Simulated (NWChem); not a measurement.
System meant: C2H5O, doublet; SMILES CC[O]

Input file for NWChem:

```
start job
memory heap 200 mb stack 900 mb global 1100 mb
geometry units angstroms noautoz
  C      0.231437    -1.183175     0.000529
  C     -0.460297     0.180472    -0.000086
  O      0.320646     1.274755    -0.000359
  H     -0.504962    -2.012703     0.003889
  H      0.873903    -1.289384    -0.896532
  H      0.879207    -1.286156     0.894124
  H     -1.190460     0.268203     0.863645
  H     -1.197529     0.265651    -0.857720
end
basis spherical
  * library def2-svp
end
dft
  odft
  mult 3
  xc xpbe96 cpbe96
  iterations 150
  mulliken
end
task dft energy
```

End of the output:

```
 Summary of "ao basis" -> "" (spherical)
 ------------------------------------------------------------------------------
       Tag                 Description            Shells   Functions and Types
 ---------------- ------------------------------  ------  ---------------------
 *                          def2-svp                  on all atoms

  pbe96 is a nonlocal functional; adding pw91lda local functional.

                                 NWChem DFT Module
                                 -----------------

 Summary of "ao basis" -> "ao basis" (spherical)
 ------------------------------------------------------------------------------
       Tag                 Description            Shells   Functions and Types
 ---------------- ------------------------------  ------  ---------------------
 C                          def2-svp                 6       14   3s2p1d
 O                          def2-svp                 6       14   3s2p1d
 H                          def2-svp                 3        5   2s1p

 Summary of "ao basis" -> "ao basis" (spherical)
 ------------------------------------------------------------------------------
       Tag                 Description            Shells   Functions and Types
 ---------------- ------------------------------  ------  ---------------------
 C                          def2-svp                 6       14   3s2p1d
 O                          def2-svp                 6       14   3s2p1d
 H                          def2-svp                 3        5   2s1p

  number of electrons :                   25
  multiplicity        :                    3
 ------------------------------------------------------------------------
  no. of electrons and multiplicity not compatible                  25
 ------------------------------------------------------------------------
 ------------------------------------------------------------------------
  current input line :
    23: task dft energy
 ------------------------------------------------------------------------
 ------------------------------------------------------------------------
 There is an error in the input file
 ------------------------------------------------------------------------
 For more information see the NWChem manual at https://nwchemgit.github.io

0: no. of electrons and multiplicity not compatible:Received an Error in Communication
```

Question: Find the fault in this run and fix the input.

Answer: The program refused the input. Cause: the multiplicity doesn't fit the number of electrons (an even count wants an odd multiplicity, and the reverse). This input runs:
```
start job
memory heap 200 mb stack 900 mb global 1100 mb
geometry units angstroms noautoz
  C      0.231437    -1.183175     0.000529
  C     -0.460297     0.180472    -0.000086
  O      0.320646     1.274755    -0.000359
  H     -0.504962    -2.012703     0.003889
  H      0.873903    -1.289384    -0.896532
  H      0.879207    -1.286156     0.894124
  H     -1.190460     0.268203     0.863645
  H     -1.197529     0.265651    -0.857720
end
basis spherical
  * library def2-svp
end
dft
  odft
  mult 2
  xc xpbe96 cpbe96
  iterations 150
  mulliken
end
task dft energy
```
It converges to -154.05835 Ha (PBE/def2-SVP, spin-unrestricted).
